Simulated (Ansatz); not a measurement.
# BSiH (singlet): the correlation ladder at a displaced geometry (v2), 6-31G

How much of the correlation energy of BSiH (singlet) does each wave-function method recover here?

Program: Ansatz 0.2.0, Gaussian basis. Level of theory: 6-31G, core rule «outside noble gas», up to 6 orbitals frozen. These are calculated values, not measurements.

The runs, in order: UHF; CCSD(T) on RHF; CCSD(T) on UHF; BCCD(T) on RHF; CISD; CCSDT(Q) on RHF; CCSDT(Q) on UHF; CCSDTQ on RHF; CCSDTQ on UHF; CASSCF and MRCISD+Q, 8 electrons in 9 orbitals; CASSCF and NEVPT2, 8 electrons in 9 orbitals; Full CI.

14 further runs of the same task are left out: 5 that didn't finish, 9 set aside as unsound or not needed.

**1. The system**

The geometry is a PBE0/def2-TZVP stationary point (not a proven minimum) with its atoms shifted at random (size 0.100 Å).

3 atoms, charge 0, spin multiplicity 1.

Atoms are counted from 1 here; the program's logs count them from 0.

Bond lengths: Si1–B2 1.891 Å, B2–H3 1.197 Å. Angles: Si1–B2–H3 171.1°.

**2. UHF**

The input, in.yaml:

```yaml
crystal:
  periodic: [false, false, false]
  atoms:
    - {symbol: Si, position_ang: [0.084376, 0.005225, 1.653752]}
    - {symbol: B, position_ang: [-0.080498, 0.013599, -0.229803]}
    - {symbol: H, position_ang: [-0.003878, -0.018825, -1.423949]}
basis:
  gaussian: {orbitals: 6-31G}
magnetization: {spin_polarized: true, initial_magnetization: 0}
hamiltonian: {xc: hf}
output: {orbitals: {seedname: orbitals}}
```

Launch:

```bash
> ansatz run in.yaml --threads 1 --pin off --events-out ev --progress --plain --max-ram 2393MiB
```

Further steps of the session: CCSD(T) on RHF; CCSD(T) on UHF; BCCD(T) on RHF; CISD; CCSDT(Q) on RHF; CCSDT(Q) on UHF; CCSDTQ on RHF; CCSDTQ on UHF; CASSCF and MRCISD+Q, 8 electrons in 9 orbitals; CASSCF and NEVPT2, 8 electrons in 9 orbitals; Full CI.

**Question.** What will the summary of the whole plan be? Wanted: FCI below the RHF energy; RMP2 from FCI; RCCSD from FCI; RCCSD(T) from FCI; RCCSDT(Q) from FCI; NEVPT2 valence from FCI; MRCISD+Q valence from FCI; T1 diagnostic; effectively unpaired electrons.

The runs gave:

| quantity | value |
| --- | --- |
| FCI below the RHF energy | -3.3003 eV |
| RMP2 from FCI | +91.7 kJ/mol |
| RCCSD from FCI | +19.2 kJ/mol |
| RCCSD(T) from FCI | +10.3 kJ/mol |
| RCCSDT(Q) from FCI | +1.3 kJ/mol |
| NEVPT2 valence from FCI | +22.7 kJ/mol |
| MRCISD+Q valence from FCI | +0.3 kJ/mol |
| levels within 1 kcal/mol (43 meV) | RCCSDT(Q), RCCSDTQ, MRCISD valence, MRCISD+Q valence |
| T1 diagnostic | 0.018 |
| effectively unpaired electrons | 2.05 |

What this shows: RCCSD(T) misses by +10.3 kJ/mol, 3.2 % of the correlation energy. The occupations show strong static correlation (2.1 unpaired electrons where one determinant has 0). Coupled cluster on one determinant still stays close here. Of the multireference levels listed MRCISD+Q valence comes nearest in total energy (+0.3 kJ/mol), which doesn't show that its space is the better one. These misses are within one basis, not against nature.
